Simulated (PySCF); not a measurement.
Gas-phase reaction: 2 CH₃SiH₃ + C₄H₈ (cyclic) = 2 (CH₃)₃SiH

Energies from PySCF (xtb for GFN2), thermal terms from the rigid-rotor harmonic-oscillator model, ideal gas at 1 bar. † marks an energy on the PBE0/def2-TZVP geometry and frequencies; other levels use their own. MP2 and CCSD(T) freeze the core. 6-31G* has spherical d functions here. All species are closed-shell singlets. B3LYP is the form with VWN-RPA correlation. MP2 isn't extrapolated to the basis-set limit; its ΔH°(298 K) is -233.8 kJ in def2-SVP and -274.0 kJ in def2-TZVPP. CCSD(T) isn't extrapolated to the basis-set limit. The harmonic model lacks anharmonicity and excited electronic states, which grow with temperature; levels with a mode under 35 cm⁻¹ are left out. Internal rotation in CH₃SiH₃, (CH₃)₃SiH is treated as a harmonic vibration of one conformer, which makes the entropy rough.

| level | ΔE electronic, kJ | ΔH°(298 K), kJ | ΔS°(298 K), J/K | ΔG°(800 K), kJ |
|---|---|---|---|---|
| B3LYP/def2-TZVP† | -270 | -254 | -111 | -174 |
| CCSD(T)/def2-SVP† | -236 | -220 | -111 | -140 |
| GFN2-xTB | 0 | 23 | -102 | 99 |
| HF/6-31G* | -239 | -224 | -114 | -142 |
| HF/def2-TZVP† | -252 | -236 | -111 | -156 |
| M06-2X/def2-TZVP† | -291 | -274 | -111 | -194 |
| MP2/def2-SVP† | -250 | -234 | -111 | -153 |
| MP2/def2-TZVPP† | -290 | -274 | -111 | -194 |
| r2SCAN/def2-TZVP† | -298 | -282 | -111 | -201 |
| LDA/def2-TZVP† | -291 | -275 | -111 | -195 |
ΔH° is lowest at r2SCAN/def2-TZVP† and highest at GFN2-xTB. No reference value is set beside these.
